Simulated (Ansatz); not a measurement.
**Worked example: correlation energy of HSP⁺, doublet**

Geometry: that of the HSP, singlet, kept fixed.

```tsv
atom	x (Å)	y (Å)	z (Å)
P	0.0000	0.0376	1.0171
S	0.0000	-0.0745	-0.9381
H	0.0000	1.2136	-1.4118
```

Basis cc-pVDZ; Ansatz 0.2.0. Only valence electrons are correlated (noble-gas cores frozen), which leaves 11 electrons in 31 orbitals. R marks a restricted (for open shells ROHF) determinant, U an unrestricted one.

Full CI isn't at hand for all of this; UCCSDT(Q) serves as the reference, and is uncertain by about the last step of the cluster series.

Unrestricted rows (U) aren't spin-pure: their determinants' ⟨S²⟩ exceeds S(S+1) by up to 0.19, so they mix in states of higher spin.

Runs differ by some tens of microhartree through their thresholds and, for an open shell, their frozen cores, so steps under 0.03 kcal/mol mean nothing.

```json
{"level": "UHF", "total energy (hartree)": "-738.537891"}
{"level": "UMP2", "total energy (hartree)": "-738.747090"}
{"level": "UCCSD", "total energy (hartree)": "-738.784379"}
{"level": "UCCSD(T)", "total energy (hartree)": "-738.794471"}
{"level": "UCCSDT", "total energy (hartree)": "-738.796243"}
{"level": "UCCSDT(Q)", "total energy (hartree)": "-738.797207"}
```

Q: What is the correlation energy at UCCSDT(Q), and what share of it do UMP2 and UCCSD recover?

A: E(corr) = -738.797207 − (-738.537891) = -0.259316 hartree = -7.056 eV. UMP2: -0.209199 / -0.259316 = 80.67 %. UCCSD: -0.246488 / -0.259316 = 95.05 %.

Q: By how many kcal/mol does UCCSD(T) miss UCCSDT(Q) (1 hartree = 627.509 kcal/mol), and which steps make up the rest?

A: -738.794471 − (-738.797207) = 0.002736 hartree = 1.72 kcal/mol. Steps: UCCSDT − UCCSD(T) = -1.11, UCCSDT(Q) − UCCSDT = -0.60 kcal/mol. Differences between like states or geometries often cancel part of this.
